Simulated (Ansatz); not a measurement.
Results of PBE-D3(BJ) (Ansatz, a program for electronic structure, PAW) for antifluorite Mg2Ge.

Run with plane-wave cutoff 520 eV, 20×20×20 k mesh, perturbation theory, scalar-relativistic PAW data made under PBE.

Computed at the level's own relaxed cell.

Mg₂Ge is modelled in the cubic space group Fm-3m (No. 225), the anti-fluorite structure, Pearson symbol cF12. Lattice parameters: a = b = c = 6.3244 Å, α = β = γ = 90.00°. Mg on 8c is coordinated by 4 Ge at 2.739 Å (tetrahedral). Ge on 4a is coordinated by 8 Mg at 2.739 Å (cubic). (Neighbours: up to the widest gap in distance over summed covalent radii, below 1.35, at either atom; cation-cation and far metal-metal contacts left out.)
(The calculation used a cell of 3 atoms; values per cell refer to that cell.)

Harmonic phonon frequencies (cm⁻¹; i marks an imaginary mode; at Γ without the LO shift):

```csv
q point,frequencies
Γ,0 0 0 225 225 225 264 264 264
X,118 118 157 162 162 169 275 275 340
L,85 85 159 228 228 230 245 245 288
```

No imaginary mode appears at these points.

Note: the dispersion coefficients are held fixed in the derivatives.
